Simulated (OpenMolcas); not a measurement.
# P2 (diphosphorus): PW91/6-311++G(d,p)

What is the vertical singlet–triplet gap of P2 (diphosphorus) at PW91/6-311++G**? 

Program for the calculation: OpenMolcas 26.06.

## Step 1: Starting point

The species is P2 (2 atoms), meant as a singlet with charge 0. SMILES: `P#P`. The bond length is the measured one.

Bond lengths: P1–P2 1.893 Å.

## Step 2: Energy and forces at PW91/6-311++G(d,p)

geom.xyz

```xyz
2

P      0.000000     0.000000     0.000000
P      0.000000     0.000000     1.893400
```

job.input

```
&gateway
  baslib=$CurrDir
  coord=geom.xyz
  basis=6-311ppGss
  group=NoSym

&seward

&scf
  ksdft=2
  1.0 GGA_X_PW91
  1.0 GGA_C_PW91
  prorbitals=0

&alaska
```

The basis set 6-311++G** is read from a file made from the Basis Set Exchange's data (not shown).

Command:

```console
export MOLCAS_MEM=1860
pymolcas job.input > job.log
```

What it wrote:

```text
--- Start Module: gateway ---
[...]
--- Stop Module: gateway /rc=_RC_ALL_IS_WELL_ ---
[...]
      Basis functions           60
[...]
--- Start Module: scf ---
[...]
       Convergence after   9 Iterations
[...]
::    Total KS-DFT energy                            -682.6840355603
[...]
      Total spin, S                                     0.0000000000
[...]
      Total electronic charge=   30.000000
      Total            charge=   -0.000000
[...]
      Dipole Moment (debye):
      Origin of the operator (angstrom)=    0.0000    0.0000    0.9467
                   X= -7.5250E-16               Y=  7.8772E-16               Z=  5.3086E-08           Total=  5.3086E-08
      Quadrupole Moment (debye*angstrom):
[...]
--- Stop Module: scf /rc=_RC_ALL_IS_WELL_ ---
[...]
--- Start Module: alaska ---
[...]
 *              Molecular gradients               *
 **************************************************
  Irreducible representation: a
 ------------------------------------------------------------------------------------------
                              X                       Y                       Z
 ------------------------------------------------------------------------------------------
  P1                3.62919980815198E-16    3.47080378580046E-16    1.24020072297952E-02
  P2               -3.53785577512003E-16   -3.47121036161515E-16   -1.24020072298023E-02
 ------------------------------------------------------------------------------------------
--- Stop Module: alaska /rc=_RC_ALL_IS_WELL_ ---
[...]
```

Wall time 3.6 s (1 thread of Arm Neoverse V1, shared host); peak memory 0.39 GiB.

## Step 3: The triplet

geom.xyz is that of step 2.

job.inp

```
* P2 Kohn-Sham DFT

&GATEWAY
 BasLib = $CurrDir
 Coord = geom.xyz
 Basis = 6-311ppGss
 Group = NoSym

&SEWARD

&SCF
 UHF
 Spin = 3
 KSDFT = 2
 1.0 GGA_X_PW91
 1.0 GGA_C_PW91
 PrOrbitals = 0

&ALASKA
```

The basis set 6-311++G** is read from a file made from the Basis Set Exchange's data (not shown).

Command:

```console
export MOLCAS_MEM=1860
pymolcas job.inp > job.log
```

What it wrote:

```text
--- Start Module: gateway ---
[...]
--- Stop Module: gateway /rc=_RC_ALL_IS_WELL_ ---
[...]
      Basis functions           60
[...]
--- Start Module: scf ---
[...]
       Convergence after  21 Iterations
[...]
::    Total KS-DFT energy                            -682.5748307413
[...]
      Total spin, S                                     1.0016585886
[...]
      Total electronic charge=   30.000000
      Total            charge=   -0.000000
[...]
      Dipole Moment (debye):
      Origin of the operator (angstrom)=    0.0000    0.0000    0.9467
                   X=  1.3657E-15               Y= -2.6634E-15               Z= -9.8674E-06           Total=  9.8674E-06
      Quadrupole Moment (debye*angstrom):
[...]
--- Stop Module: scf /rc=_RC_ALL_IS_WELL_ ---
[...]
--- Start Module: alaska ---
[...]
 *              Molecular gradients               *
 **************************************************
  Irreducible representation: a
 ------------------------------------------------------------------------------------------
                              X                       Y                       Z
 ------------------------------------------------------------------------------------------
  P1               -7.49026900827075E-17    5.51536077499730E-16    1.15034843821267E-01
  P2                7.07827218272679E-17   -5.41778257947340E-16   -1.15034843821295E-01
 ------------------------------------------------------------------------------------------
--- Stop Module: alaska /rc=_RC_ALL_IS_WELL_ ---
[...]
```

Run time: 6.3 s. Hardware: 1 thread of Arm Neoverse V1, shared host; peak memory 0.39 GiB.

## Step 4: What came out

At PW91/6-311++G**:

```
                                        quantity          value
                           singlet: total energy  -682.68404 Eh
                          singlet: dipole moment         0.00 D
                            singlet: HOMO energy       -7.29 eV
                            singlet: LUMO energy       -3.51 eV
                          singlet: HOMO–LUMO gap        3.78 eV
               singlet: largest force on an atom     0.638 eV/Å
                           triplet: total energy  -682.57483 Eh
                          triplet: dipole moment         0.00 D
     triplet: HOMO energy (highest over α and β)       -4.38 eV
                                   triplet: ⟨S²⟩          2.005
               triplet: largest force on an atom     5.915 eV/Å
vertical energy of the triplet above the singlet       2.972 eV
```

**Reading.** At this shape the triplet lies 2.97 eV (287 kJ/mol) above the singlet. The largest force (singlet) is 0.64 eV/Å: the shape isn't a stationary point for this species at this level.
